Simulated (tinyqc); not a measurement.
Worked calculation: LCCD on RHF in the sto-3g basis, for H2F+, spin multiplicity 1. One step of it, computed by the program tinyqc.

Question. LCCD: starting amplitudes. t_ij^ab = <ij||ab> / (e_i + e_j - e_a - e_b), whose energy is MP2.

orbital energies (hartree): MO1 -26.563503, MO2 -1.977199, MO3 -1.104242, MO4 -1.007322, MO5 -0.991087, MO6 -0.087776, MO7 0.068438

Two-electron integrals over orbitals (pq|rs), unique and non-zero (hartree):
```
(11|11) 5.363191    (21|11) -0.508569   (21|21) 0.076380    (22|11) 1.210114
(22|21) -0.020410   (22|22) 0.858620    (31|31) 0.017051    (32|31) 0.025303
(32|32) 0.152557    (33|11) 0.966283    (33|21) -0.008241   (33|22) 0.742463
(33|33) 0.710459    (41|11) 0.112578    (41|21) -0.014726   (41|22) 0.011247
(41|33) 0.004281    (41|41) 0.027398    (42|11) -0.089195   (42|21) 0.006759
(42|22) -0.006991   (42|33) -0.006352   (42|41) 0.031164    (42|42) 0.163567
(43|31) -0.002860   (43|32) 0.008826    (43|43) 0.047704    (44|11) 1.152680
(44|21) -0.013843   (44|22) 0.817739    (44|33) 0.697715    (44|41) -0.009460
(44|42) -0.083077   (44|44) 0.877474    (51|51) 0.029576    (52|51) 0.039393
(52|52) 0.183759    (53|53) 0.037015    (54|51) -0.008144   (54|52) -0.030076
(54|54) 0.052273    (55|11) 1.264018    (55|21) -0.014398   (55|22) 0.883382
(55|33) 0.731963    (55|41) 0.003218    (55|42) -0.049295   (55|44) 0.830478
(55|55) 0.997514    (61|11) 0.194042    (61|21) -0.030432   (61|22) 0.004877
(61|33) 0.002256    (61|41) -0.006206   (61|42) -0.018192   (61|44) 0.011416
(61|55) 0.005470    (61|61) 0.018070    (62|11) -0.265067   (62|21) 0.007114
(62|22) -0.134932   (62|33) -0.081779   (62|41) -0.016709   (62|42) -0.045059
(62|44) -0.097346   (62|55) -0.140499   (62|61) 0.004562    (62|62) 0.068873
(63|31) -0.003422   (63|32) 0.026586    (63|43) 0.019839    (63|63) 0.072981
(64|11) -0.276853   (64|21) 0.003789    (64|22) -0.150088   (64|33) -0.086380
(64|41) -0.006113   (64|42) 0.006479    (64|44) -0.155903   (64|55) -0.154613
(64|61) 0.001060    (64|62) 0.058814    (64|64) 0.078084    (65|51) -0.012659
(65|52) -0.049397   (65|54) -0.009776   (65|65) 0.023475    (66|11) 0.654389
(66|21) -0.005153   (66|22) 0.543526    (66|33) 0.532711    (66|41) 0.014108
(66|42) 0.062544    (66|44) 0.518522    (66|55) 0.523165    (66|61) -0.004424
(66|62) -0.044226   (66|64) -0.023130   (66|66) 0.527935    (71|31) 0.016543
(71|32) 0.023667    (71|43) -0.002848   (71|63) -0.002990   (71|71) 0.016065
(72|31) 0.017835    (72|32) 0.071109    (72|43) -0.019466   (72|63) -0.024006
(72|71) 0.016713    (72|72) 0.058177    (73|11) 0.432655    (73|21) -0.008227
(73|22) 0.221425    (73|33) 0.165759    (73|41) -0.000945   (73|42) -0.052782
(73|44) 0.206041    (73|55) 0.239874    (73|61) 0.004622    (73|62) -0.067406
(73|64) -0.090447   (73|66) 0.014025    (73|73) 0.165378    (74|31) -0.006503
(74|32) -0.050331   (74|43) 0.006760    (74|63) -0.044657   (74|71) -0.006377
(74|72) -0.010989   (74|74) 0.046998    (75|53) 0.025810    (75|75) 0.020162
(76|31) -0.009142   (76|32) -0.089352   (76|43) -0.050771   (76|63) -0.090808
(76|71) -0.008909   (76|72) 0.002892    (76|74) 0.060130    (76|76) 0.165325
(77|11) 0.778372    (77|21) -0.007575   (77|22) 0.598710    (77|33) 0.596763
(77|41) 0.002824    (77|42) 0.005389    (77|44) 0.577428    (77|55) 0.588199
(77|61) 0.002224    (77|62) -0.041658   (77|64) -0.032132   (77|66) 0.522622
(77|73) 0.071885    (77|77) 0.561465
```

Give: Starting amplitudes; correlation energy.

Answer.

Starting amplitudes (spin orbitals 1a, 1b, ...; amplitudes related by a flip of all spins are not repeated; the 24 largest):
```
from      to          t
3a 3b  7a 7b    -0.0705
3a 4b  6b 7a    -0.0432
4a 4b  6a 6b    -0.0425
3a 3b  6a 6b    -0.0359
2a 3b  6a 7b     0.0220
3a 4a  6a 7a    -0.0219
4a 4b  7a 7b    -0.0218
3a 4b  6a 7b     0.0213
2a 4b  6a 6b    -0.0209
2a 2b  6a 6b    -0.0182
2a 2b  7a 7b    -0.0142
2a 3a  6a 7a     0.0142
5a 5b  6a 6b    -0.0130
5a 5b  7a 7b    -0.0095
2a 3b  6b 7a    -0.0078
2a 4b  7a 7b     0.0035
1a 2b  7a 7b    -0.0006
1a 1b  6a 6b  -3.41e-04
1a 1b  7a 7b  -3.02e-04
1a 3a  6a 7a  -2.75e-04
1a 4b  7a 7b   2.30e-04
1a 3b  6a 7b  -1.67e-04
1a 2b  6a 6b  -1.61e-04
1a 3b  6b 7a  -1.08e-04
```

correlation energy = -0.040089 hartree
